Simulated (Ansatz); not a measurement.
Compare A (`N=C(O)CS`) with its isomer B (`N=C(S)CO`).

Isolated molecules relaxed with PBE0-D4/def2-TZVP in Ansatz; ΔE leaves out vibrations. CBS: MP2 limit from def2 TZ/QZ plus the TZ coupled-cluster correction, frozen cores. DFT in def2-TZVPP. B3LYP here is the variant with VWN-RPA as its local correlation; programs differ in this. One conformer a species, not always the lowest.

**Question.** Which is lower in electronic energy at CCSD(T)/CBS, and by how much? (An estimate is asked.)

**Answer.** Ansatz gave: A, by 51.4 kJ/mol.

**Question.** Give E(B) − E(A) in kJ/mol with HF/def2-TZVPP, B2PLYP, B3LYP-D4, PBE0-D4, MP2/def2-TZVPP, CCSD(T)/def2-TZVPP, PBE-D4. (Estimate.)

**Answer.** Ansatz gave: HF/def2-TZVPP 60.9, B2PLYP 51.2, B3LYP-D4 49.0, PBE0-D4 53.6, MP2/def2-TZVPP 53.3, CCSD(T)/def2-TZVPP 51.6, PBE-D4 47.5. None reverses the order clearly.

Largest T1 diagnostic: 0.013.

From PBE to PBE0 (25 % exact exchange), in def2-TZVPP and without D4, E(B) − E(A) moves by +6.0 kJ/mol. In def2-TZVPP, CCSD(T) changes the Hartree–Fock value by −9.3 kJ/mol (the triples alone add −2.1 kJ/mol) and MP2 by −7.6 kJ/mol.
